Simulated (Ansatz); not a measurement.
C3H6F2O (`FCCOCF`), relaxed with RKS PBE0-D4/def2-TZVP in the Gaussian-basis code of Ansatz from a PBE-D4/def2-SVP geometry. The force threshold is 0.005 eV/Å; the program also tests the step.

The species carries charge 0 and has multiplicity 1.

Start:

```xyz
12

F    -0.368   -0.735   -2.359
C     0.722   -0.661   -1.510
C     0.420    0.211   -0.314
O    -0.521   -0.452    0.525
C    -1.001    0.319    1.558
F    -0.010    0.599    2.493
H     0.985   -1.687   -1.168
H     1.590   -0.235   -2.063
H     1.365    0.414    0.241
H     0.012    1.192   -0.658
H    -1.802   -0.270    2.055
H    -1.392    1.305    1.199
```

```
step  energy (eV)  largest force (eV/Å)  largest move (Å)
   1  -10682.5902                 0.651             0.000
   2  -10682.6384                 0.200             0.025
   3  -10682.6432                 0.045             0.013
   4  -10682.6434                 0.019             0.005
   5  -10682.6437                 0.018             0.015
   6  -10682.6439                 0.024             0.021
   7  -10682.6440                 0.021             0.028
   8  -10682.6441                 0.012             0.011
   9  -10682.6441                 0.004             0.004
```

End:

```xyz
12

F    -0.396   -0.693   -2.312
C     0.714   -0.649   -1.494
C     0.453    0.201   -0.289
O    -0.457   -0.469    0.559
C    -1.006    0.314    1.531
F    -0.063    0.666    2.481
H     0.956   -1.673   -1.195
H     1.546   -0.231   -2.070
H     1.399    0.385    0.233
H     0.037    1.170   -0.600
H    -1.779   -0.273    2.029
H    -1.403    1.255    1.127
```

It took 26 s on 4 threads of an Intel Xeon Platinum 8488C on a shared host, with 0.57 GiB of host memory at the peak.
